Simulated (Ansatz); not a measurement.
# BH₃OSi (SMILES O=B[SiH3]): single points off equilibrium

One table from this session's results is given with a row withheld; the runs are named, their logs left out.

Method: single points in def2-TZVPP; program: Ansatz 0.2.0, Gaussian basis.

Cores are frozen in the correlated methods. B3LYP uses VWN-RPA correlation.

## Where the work starts

SMILES `O=B[SiH3]`, 6 atoms, charge 0, spin multiplicity 1.

Atoms are counted from 1 here; the program's logs count them from 0.

Bond lengths: O1–B2 1.244 Å, B2–Si3 1.991 Å, Si3–H4 1.428 Å, Si3–H5 1.263 Å, Si3–H6 1.509 Å. Angles: O1–B2–Si3 179.4°, B2–Si3–H4 108.8°, B2–Si3–H5 110.9°, B2–Si3–H6 103.7°, H4–Si3–H5 110.4°, H4–Si3–H6 108.8°, H5–Si3–H6 114.0°.

Geometry (Å):

| atom | x (Å) | y (Å) | z (Å) |
| --- | --- | --- | --- |
| O1 | 1.3059 | -1.8251 | 1.2400 |
| B2 | 0.6900 | -0.9186 | 0.6520 |
| Si3 | -0.3079 | 0.5176 | -0.2995 |
| H4 | -1.4339 | -0.0638 | -0.9579 |
| H5 | 0.4349 | 1.1057 | -1.1344 |
| H6 | -0.8017 | 1.4067 | 0.8147 |

Set-up of the first run:

run/in.yaml reads:

```yaml
crystal:
  periodic: [false, false, false]
  atoms:
    - {symbol: O, position_ang: [1.305900, -1.825100, 1.240000]}
    - {symbol: B, position_ang: [0.690000, -0.918600, 0.652000]}
    - {symbol: Si, position_ang: [-0.307900, 0.517600, -0.299500]}
    - {symbol: H, position_ang: [-1.433900, -0.063800, -0.957900]}
    - {symbol: H, position_ang: [0.434900, 1.105700, -1.134400]}
    - {symbol: H, position_ang: [-0.801700, 1.406700, 0.814700]}
basis:
  gaussian: {orbitals: def2-TZVPP}
correlation: {method: ccsd_t}
output: {forces: true}
```

No record of the launch command was kept for these runs.

Among the steps run: CCSD(T)/def2-TZVPP; PBE0-D4/def2-TZVPP; wB97M-V/def2-TZVPP; r2SCAN-D4/def2-TZVPP; PBE-D4/def2-TZVPP; B3LYP-D4/def2-TZVPP; BLYP-D4/def2-TZVPP.

One of the session's tables, all rows but one given; the rest of the session is left out.

| method | RMS force component (eV/Å) | angle to CCSD(T) forces (°) | dipole (D) |
| --- | --- | --- | --- |
| CCSD(T) | 2.348 | reference | 3.44 |
| PBE0-D4 | 2.482 | 6.5 | 3.65 |
| wB97M-V | 2.439 | 7.1 | 3.70 |
| r2SCAN-D4 | 2.402 | 3.3 | 3.55 |
| PBE-D4 | 2.345 | 3.7 | 3.40 |
| B3LYP-D4 | ? | ? | ? |
| BLYP-D4 | 2.301 | 2.4 | 3.44 |

**Question.** Estimate the row for B3LYP-D4.

The run gave: RMS force component (eV/Å): 2.423; angle to CCSD(T) forces (°): 6.0; dipole (D): 3.64. In the column «RMS force component (eV/Å)» it lies between r2SCAN-D4 (2.402) and wB97M-V (2.439).
